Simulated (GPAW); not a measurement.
**C2H5S (SMILES [CH2]SC) at 3 levels**

We compute a comparison of 3 runs (UPBE/real-space grid, U-revPBE/dz(dzp), UPBE/dzp) of C2H5S. The job is set up through an ASE script.

Program for the calculation: GPAW 26.7.0.

4 further runs of the same task are left out: 4 set aside as unsound or not needed.

### Step 1. Starting point

The species is C2H5S (8 atoms), meant as a doublet with charge 0. As SMILES, `[CH2]SC`. The shape is that of a PBE0-D4/def2-TZVP optimisation. This is one conformer, not always the lowest.

Bond lengths: C1–S2 1.695 Å, S2–C3 1.794 Å, C1–H4 1.080 Å, C1–H5 1.080 Å, C3–H6 1.091 Å, C3–H7 1.090 Å, C3–H8 1.091 Å. Angles: C1–S2–C3 101.6°, S2–C1–H4 121.4°, S2–C1–H5 117.4°, S2–C3–H6 110.5°, S2–C3–H7 107.2°, S2–C3–H8 110.5°, H4–C1–H5 120.8°, H6–C3–H7 109.1°, H6–C3–H8 110.1°, H7–C3–H8 109.3°.

### Step 2. Energy and one-electron properties at UPBE/real-space grid (scalar-relativistic datasets) (run 1)

The input, sp.py:

```python
import numpy as np
from ase import Atoms
from ase.units import Debye
from gpaw import GPAW

# Structure
mol = Atoms('CSCHHHHH',
    positions=[[ -0.766700,   1.107100,  -0.688200],
               [  0.844300,   0.622200,  -0.483100],
               [  0.650100,  -0.872700,   0.489300],
               [ -1.572500,   0.620600,  -0.157700],
               [ -0.947600,   1.994700,  -1.276200],
               [  0.157500,  -0.650800,   1.437000],
               [  1.649000,  -1.260500,   0.688000],
               [  0.077800,  -1.617600,  -0.064800]])
mol.center(vacuum=4.5)
mol.set_initial_magnetic_moments([0.333333, 0.333333, 0.333333, 0.0, 0.0, 0.0, 0.0, 0.0])

# DFT calculator
calculator = GPAW(mode='fd',
                  h=0.18,
                  xc='PBE',
                  occupations={'name': 'fermi-dirac', 'width': 0.0, 'fixmagmom': True},
                  maxiter=150,
                  symmetry='off',
                  txt='-')
mol.calc = calculator

energy = mol.get_potential_energy()
print(f'Energy: {energy:.5f} eV')
forces = mol.get_forces()
print('Forces (eV/Ang)')
for symbol, f in zip(mol.symbols, forces):
    print(f'{symbol:2} {f[0]:9.4f} {f[1]:9.4f} {f[2]:9.4f}')
dipole = mol.get_dipole_moment() / Debye
print(f'Dipole                  {np.linalg.norm(dipole):.3f} D')
print('Moments:', mol.get_magnetic_moments().round(3))
```

The run is started by

```
$ python3 sp.py
```

The program printed:

```text
[...]
Number of symmetries: 1
[...]
  Number of IBZ points: 1
[...]
Spin-components: 2 (collinear spins)
Bands:           16
[...]
  Valence electrons: 19.0
[...]
  Grid points: [68 72 64]
  Charge: 0.0  # |e|
[...]
    cutoffs:
[...]
occupation numbers:
  Fixed magnetic moment: 1.000
[...]
xc functional:
  name: PBE with 2 nearest neighbor stencil
[...]
|iter     |     time |      energy | eigst |  dens |  magmom |
[...]
|iter:   1| 00:00:29 |  -42.779440 | +1.25 |       |  +0.9987|
[...]
|iter:  16| 00:01:53 |  -38.809369c| -7.61c| -5.79c|  +1.0000|
Converged in 16 steps
[...]
Energy contributions relative to reference atoms: (reference = -12975.326940)
Energy contributions:
  Kinetic:          39.384450
  Coulomb:         -42.782250
  Zero:              0.276342
  External:          0.000000
  Xc:              -35.687911
  Entropy:           0.000000
  Spinorbit:         0.000000
  ----------------------------
  Free energy:     -38.809369
  Extrapolated:    -38.809369
dipole moment: (-0.042721, -0.240106, 0.181921)  # |e|*Ang
Total magnetic moment: (0.000000, 0.000000, 0.999999)
Local magnetic moments
|        x |        y |         z |
|----------|----------|-----------|
| 0.000000 | 0.000000 |  0.232784 |  # C    0
| 0.000000 | 0.000000 |  0.130351 |  # S    1
| 0.000000 | 0.000000 | -0.003220 |  # C    2
| 0.000000 | 0.000000 | -0.005104 |  # H    3
| 0.000000 | 0.000000 | -0.005150 |  # H    4
| 0.000000 | 0.000000 |  0.003402 |  # H    5
| 0.000000 | 0.000000 | -0.000348 |  # H    6
| 0.000000 | 0.000000 |  0.003644 |  # H    7
Fermi levels: -3.728, -2.364
Eigenvalues  # (at kpt = [0.000, 0.000, 0.000])
| band index |      eig [eV] | occ [0-1] |      eig [eV] | occ [0-1] |
|------------|---------------|-----------|---------------|-----------|
|          0 |       -20.454 |     1.000 |       -20.257 |     1.000 |
|          1 |       -17.397 |     1.000 |       -17.170 |     1.000 |
|          2 |       -14.606 |     1.000 |       -14.210 |     1.000 |
|          3 |       -11.220 |     1.000 |       -11.120 |     1.000 |
|          4 |       -10.841 |     1.000 |       -10.729 |     1.000 |
|          5 |       -10.762 |     1.000 |       -10.670 |     1.000 |
|          6 |        -9.361 |     1.000 |        -9.248 |     1.000 |
|          7 |        -8.061 |     1.000 |        -7.895 |     1.000 |
|          8 |        -7.295 |     1.000 |        -6.588 |     1.000 |
|          9 |        -3.728 |     1.000 |        -2.364 |     0.000 |
|         10 |        -0.580 |     0.000 |        -0.499 |     0.000 |
|         11 |        -0.305 |     0.000 |        -0.142 |     0.000 |
[...]
Gap: 2.861 eV
Transition (v -> c):
[...]
Forces (eV/Ang)
C    -0.0085    0.0151   -0.0174
S     0.2181    0.1640   -0.1313
C     0.0324   -0.0608    0.0464
H    -0.1699   -0.0981    0.1133
H    -0.0335    0.1815   -0.1258
H    -0.1020    0.0448    0.1938
H     0.1992   -0.0752    0.0419
H    -0.1220   -0.1556   -0.1109
Dipole                  1.461 D
Moments: [ 0.233  0.13  -0.003 -0.005 -0.005  0.003 -0.     0.004]
```

Run time: 1.9 min. Hardware: 1 thread of Arm Neoverse V1, shared host; peak memory 1 GiB.

### Step 3. The solvation energy at U-revPBE/dz(dzp) (scalar-relativistic datasets, continuum, electrostatics alone, water's cavity cyclohexane) (run 2)

The input, solv.py:

```python
import numpy as np
from ase import Atoms
from ase.units import Bohr, Debye, kcal, mol
from gpaw import GPAW
from gpaw.solvation import EffectivePotentialCavity, GradientSurface, LinearDielectric, Power12Potential, SolvationGPAW

# Structure
positions_bohr = np.array(
              [[ -1.448853,   2.092116,  -1.300510],
               [  1.595496,   1.175788,  -0.912927],
               [  1.228511,  -1.649164,   0.924643],
               [ -2.971594,   1.172764,  -0.298010],
               [ -1.790704,   3.769437,  -2.411668],
               [  0.297632,  -1.229834,   2.715536],
               [  3.116158,  -2.382000,   1.300132],
               [  0.147021,  -3.056821,  -0.122454]])
system = Atoms('CSCHHHHH', positions=positions_bohr * Bohr)
system.set_cell([13.0, 13.0, 13.0])
system.center()
system.set_initial_magnetic_moments([1 / len(system)] * len(system))

# DFT calculator
dft = GPAW(mode='lcao',
           basis='dz(dzp)',
           legacy_gpaw=True,
           symmetry='off',
           occupations={'name': 'fermi-dirac', 'width': 0.0, 'fixmagmom': True},
           maxiter=150,
           h=0.2,
           xc='revPBE',
           txt='C2H5S.txt')
system.calc = dft
e_gas = system.get_potential_energy()
mu_gas = np.linalg.norm(system.get_dipole_moment()) / Debye

# Dielectric constant of cyclohexane; cavity of the water model, electrostatics alone
solvent = dict(cavity=EffectivePotentialCavity(effective_potential=Power12Potential(atomic_radii={'H': 1.09}, u0=0.18),
                                               temperature=298.15, surface_calculator=GradientSurface()),
               dielectric=LinearDielectric(epsinf=2.02),
               interactions=[])
dft = SolvationGPAW(mode='lcao',
                    basis='dz(dzp)',
                    xc='revPBE',
                    occupations={'name': 'fermi-dirac', 'width': 0.0, 'fixmagmom': True},
                    maxiter=150,
                    h=0.2,
                    symmetry='off',
                    txt='solvated.txt',
                    **solvent)
system.calc = dft
e_sol = system.get_potential_energy()
mu_sol = np.linalg.norm(system.get_dipole_moment()) / Debye
dg = (e_sol - e_gas) / (kcal / mol)
print(f'Electrostatic solvation energy: {dg:.2f} kcal/mol')
print(f'Dipole {mu_gas:.3f} D in gas, {mu_sol:.3f} D in solution')
```

The run is started by

```
$ python solv.py
```

The program printed:

```text
Electrostatic solvation energy: -0.90 kcal/mol
Dipole 1.529 D in gas, 1.666 D in solution
```

C2H5S.txt:

```text
___ ___ ___ _ _ _
 |   |   |_  | | | |
 | | | | | . | | | |
 |__ |  _|___|_____|  26.7.0
 |___|_|

units:  Angstrom and eV
cores:  1
OpenMP: False

Versions:
  Python: 3.12.14
  ASE:    3.29.0
  Numpy:  2.5.5
  Scipy:  1.18.1
  Libxc:  7.0.0

        _gpaw.cpython-312-aarch64-linux-gnu.so

Input parameters:
  basis: dz(dzp)
  h: 0.2
  maxiter: 150
  mode: lcao
  occupations: {fixmagmom: True,
                name: fermi-dirac,
                width: 0.0}
  symmetry: off
  xc: revPBE

System changes: positions, numbers, cell, pbc, initial_charges, initial_magmoms

Initialize ...

species:
  C:
    name:    Carbon
    Z:       6.0
    valence: 4
    core:    2
[... 93 lines left out ...]
Reference energy: -12981.507784  # eV
[... 4 lines left out ...]
Convergence criteria:
 Maximum [total energy] change in last 3 cyles: 0.0005 eV / valence electron
[... 4 lines left out ...]
 the SCF output indicates the quantity has converged.)
[... 9 lines left out ...]
       k-points in crystal coordinates                weights
[... 62 lines left out ...]
Bands to converge: occupied
[... 58 lines left out ...]
Converged after 11 iterations.
[... 1 line left out ...]
Dipole moment: (-0.036981, -0.250404, 0.193153) |e|*Ang
[... 19 lines left out ...]
Free energy:    -34.357298
[... 70 lines left out ...]
Memory usage: 651.26 MiB
```

solvated.txt:

```text
___ ___ ___ _ _ _
 |   |   |_  | | | |
 | | | | | . | | | |
 |__ |  _|___|_____|  26.7.0
 |___|_|

units:  Angstrom and eV
cores:  1
OpenMP: False

Versions:
  Python: 3.12.14
  ASE:    3.29.0
  Numpy:  2.5.5
  Scipy:  1.18.1
  Libxc:  7.0.0

        _gpaw.cpython-312-aarch64-linux-gnu.so

Input parameters:
  basis: dz(dzp)
  h: 0.2
  maxiter: 150
  mode: lcao
  occupations: {fixmagmom: True,
                name: fermi-dirac,
                width: 0.0}
  symmetry: off
  xc: revPBE

Implicit solvation parameters:
Cavity:  EffectivePotentialCavity
  Surface Calculator: GradientSurface with 3 nn
  Volume Calculator: None
  EffectivePotentialCavity
    Potential: Power12Potential
      u0: 0.18eV
      pbc_cutoff: 1e-06
      tiny: 1e-10
    temperature: 298.15K
Dielectric:
  Type: LinearDielectric
  Solvent dielectric constant: 2.02

System changes: positions, numbers, cell, pbc, initial_charges, initial_magmoms

Initialize ...

[... 104 lines left out ...]
Convergence criteria:
[... 5 lines left out ...]
 the SCF output indicates the quantity has converged.)
[... 40 lines left out ...]
  Poisson solver: Jacobi weighted FD solver with dielectric and 7 multi-grid levels
[... 3 lines left out ...]
      Finite-difference x-derivative with O(h^6) error (6 points)
      Finite-difference y-derivative with O(h^6) error (6 points)
      Finite-difference z-derivative with O(h^6) error (6 points)
[... 109 lines left out ...]
Converged after 11 iterations.
[... 20 lines left out ...]
Free energy:    -34.396490
[... 60 lines left out ...]
Memory usage: 1.01 GiB
```

Wall time 71 s (1 thread of Arm Neoverse V1, shared host); peak memory 1 GiB.

### Step 4. Energy and one-electron properties at UPBE/dzp (scalar-relativistic datasets) (run 3)

The input, molecule_sp.py:

```python
import numpy as np
from ase import Atoms
from ase.units import Bohr, Debye
from gpaw import GPAW

positions_bohr = np.array(
              [[ -1.448853,   2.092116,  -1.300510],
               [  1.595496,   1.175788,  -0.912927],
               [  1.228511,  -1.649164,   0.924643],
               [ -2.971594,   1.172764,  -0.298010],
               [ -1.790704,   3.769437,  -2.411668],
               [  0.297632,  -1.229834,   2.715536],
               [  3.116158,  -2.382000,   1.300132],
               [  0.147021,  -3.056821,  -0.122454]])
atoms = Atoms(["C", "S", "C", "H", "H", "H", "H", "H"], positions=positions_bohr * Bohr)
atoms.center(vacuum=4.5)
atoms.set_initial_magnetic_moments([0.333333, 0.333333, 0.333333, 0.0, 0.0, 0.0, 0.0, 0.0])

calc = GPAW(mode="lcao",
            basis="dzp",
            h=0.18,
            xc="PBE",
            occupations={"name": "fermi-dirac", "width": 0.0, "fixmagmom": True},
            maxiter=150,
            symmetry="off",
            txt="-")
atoms.calc = calc

energy = atoms.get_potential_energy()
print(f"Energy = {energy:.5f} eV")
forces = atoms.get_forces()
print("Forces (eV/Ang)")
for symbol, f in zip(atoms.symbols, forces):
    print(f'{symbol:2} {f[0]:9.4f} {f[1]:9.4f} {f[2]:9.4f}')
dipole = atoms.get_dipole_moment() / Debye
print(f"Dipole: {np.linalg.norm(dipole):.3f} D")
print("Moments:", atoms.get_magnetic_moments().round(3))
```

The run is started by

```
$ python molecule_sp.py
```

The program printed (excerpt; [...] marks lines left out):

```text
[...]
Number of symmetries: 1
[...]
  Number of IBZ points: 1
[...]
basis functions: 64
Spin-components: 2 (collinear spins)
Bands:           16
[...]
  Valence electrons: 19.0
[...]
  Grid points: [68 72 64]
  Charge: 0.0  # |e|
[...]
    cutoffs:
[...]
occupation numbers:
  Fixed magnetic moment: 1.000
[...]
xc functional:
  name: PBE with 2 nearest neighbor stencil
[...]
|iter     |     time |      energy | eigst |  dens |  magmom |
[...]
|iter:   1| 00:00:28 |  -39.436764 |      c|       |  +0.9985|
[...]
|iter:  11| 00:01:00 |  -37.343906c|      c| -4.54c|  +1.0000|
Converged in 11 steps
[...]
Energy contributions relative to reference atoms: (reference = -12975.326940)
Energy contributions:
  Kinetic:          35.917620
  Coulomb:         -37.705962
  Zero:              0.089009
  External:          0.000000
  Xc:              -35.644572
  Entropy:           0.000000
  Spinorbit:         0.000000
  ----------------------------
  Free energy:     -37.343906
  Extrapolated:    -37.343906
dipole moment: (-0.000255, -0.219190, 0.161540)  # |e|*Ang
Total magnetic moment: (0.000000, 0.000000, 0.999998)
Local magnetic moments
|        x |        y |         z |
|----------|----------|-----------|
| 0.000000 | 0.000000 |  0.256985 |  # C    0
| 0.000000 | 0.000000 |  0.128824 |  # S    1
| 0.000000 | 0.000000 | -0.003344 |  # C    2
| 0.000000 | 0.000000 | -0.005171 |  # H    3
| 0.000000 | 0.000000 | -0.005299 |  # H    4
| 0.000000 | 0.000000 |  0.003252 |  # H    5
| 0.000000 | 0.000000 | -0.000345 |  # H    6
| 0.000000 | 0.000000 |  0.003516 |  # H    7
Fermi levels: -3.323, -1.871
[...]
Gap: 2.938 eV
Transition (v -> c):
[...]
Forces (eV/Ang)
C     0.0279   -0.1085   -0.0499
S     0.7290    0.1616   -0.1747
C     0.0375    0.2663   -0.1705
H    -0.6122   -0.3601    0.4194
H    -0.1067    0.6705   -0.4418
H    -0.3491    0.1439    0.6470
H     0.6724   -0.2547    0.1352
H    -0.3991   -0.5130   -0.3628
Dipole: 1.308 D
Moments: [ 0.257  0.129 -0.003 -0.005 -0.005  0.003 -0.     0.004]
```

It took 62 s on 1 thread of Arm Neoverse V1, shared host; peak memory 1.1 GiB.

### Step 5. The series

```tsv
run	level	task	mode	energy (Eh)	dipole moment (D)	HOMO energy (eV)	LUMO energy (eV)	wall time
1	UPBE/real-space grid (scalar-relativistic datasets)	properties	fd	-478.260688	1.46	-3.73	-2.36	1.9 min
2	U-revPBE/dz(dzp) (scalar-relativistic datasets, continuum, electrostatics alone, water's cavity cyclohexane)	solvation	lcao	-478.325660	1.67	-3.35	-1.76	71 s
3	UPBE/dzp (scalar-relativistic datasets)	properties	lcao	-478.206833	1.31	-3.32	-1.87	62 s
```

### Step 6. What came out

| quantity | value |
| --- | --- |
| run 3: energy as printed (from the program's reference atoms) | -37.3439 eV |
| run 3: dipole moment | 1.31 D |
| run 3: HOMO energy (highest over α and β) | -3.32 eV |
| run 3: LUMO energy (lowest over α and β) | -1.87 eV |
| run 3: largest force on an atom | 0.825 eV/Å |

What this shows: The dipole moment (its size) runs from 1.31 D (UPBE/dzp) to 1.67 D (U-revPBE/dz(dzp)). The two ends differ in method and basis and solvent. Totals of different functionals can't be ranked against each other. All runs together took 4.1 min, the longest 1.9 min.
